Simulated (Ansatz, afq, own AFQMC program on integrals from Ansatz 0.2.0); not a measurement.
## AlB, singlet: AFQMC among the cluster methods

```xyz
2

B     0.0000    0.0000    0.0000
Al    0.0000    0.0000    3.2640
```

Basis cc-pVDZ. Noble-gas cores (and the filled d shells of Ga–Kr and In–Xe) are frozen. Ansatz 0.2.0 and our own AFQMC program on the same integrals; the CISD trial comes from CCSD amplitudes, and released means the phaseless constraint is let go. Uncertainties: one standard error, sampling alone.

Determinant: UHF, the one that the program's search chose, which needn't be the lowest solution. The geometry is a point of a scan.

Full CI on the same integrals is exact in this basis and with this determinant's frozen core.

Cautions: higher spins were not checked; an unrestricted solution with more broken spin lies lower (737 meV, ⟨S²⟩ 1.09), while this determinant keeps restricted orbitals; strong correlation (T1 0.028, weight of the determinant 0.80, largest double 0.25); the released energies are still falling, so no released level is given (meV from the phaseless value at times in 1/Eh: -7 ± 4 at 0.24, -15 ± 3 at 0.51, -30 ± 4 at 0.99, -35 ± 3 at 1.62, -45 ± 4 at 2.40).

The T1 diagnostic is 0.0284, the weight of the determinant in the CISD state is 0.803 and the ⟨S²⟩ of the determinant is 0.000. The size of the correlated space is 6 electrons in 26 orbitals.

```tsv
level	correlation energy (eV)
MP2	-2.6299
CCSD	-3.9002
CCSD(T)	-4.0613
```

Task: Estimate where phaseless AFQMC with a CISD trial lies against CCSD(T) on the same integrals.

Result: 1.0 ± 0.4 kJ/mol above CCSD(T).

Reference: full CI, correlation energy -4.128 eV.

```
        level  E − E(reference) (kJ/mol)  share of correlation (%)
      CCSD(T)                        6.5                     98.38
        CCSDT                        2.0                     99.50
     CCSDT(Q)                        0.6                     99.86
       CCSDTQ                        0.1                     99.97
ph-AFQMC/CISD                  7.5 ± 0.4                     98.11
```

CCSDT and higher add their correlation energy to the determinant of the CCSD(T) run, since their own runs factorise the integrals more tightly (a shift of under 2 meV). A walk keeps the symmetry of its determinant, which the program's search chose and which needn't be the lowest solution, so a lower state of the same spin and another symmetry isn't excluded.
